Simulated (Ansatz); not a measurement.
# Tin, beta-Sn (white tin): convergence with the k-point mesh

Computed with Ansatz, LDA, scalar-relativistic PAW, on the relaxed cell (a = 5.799 Å, c = 3.116 Å (c/a = 0.537); spin not included). Errors count from a run at 420 eV on a Γ-centred 19×19×13 mesh with Fermi-Dirac smearing of 0.1 eV, extrapolated to zero width. Fixed here: cutoff 420 eV, Fermi-Dirac width 0.1 eV. The SCF starts from atomic densities corrected by a trained network.

```tsv
k-mesh	E(σ→0) error (meV/atom)	P (GPa)	SCF iterations
2×2×1	485.0	7.91	7
3×3×2	144.1	-0.97	6
4×4×3	70.9	0.44	7
6×6×4	-12.1	-0.08	7
7×7×5	-4.3	-0.11	7
9×9×6	6.8	0.00	7
12×12×8	-1.2	-0.11	7
17×17×11	-0.5	-0.04	7
```

Within 5 meV/atom of the last row: from 12×12×8 on.
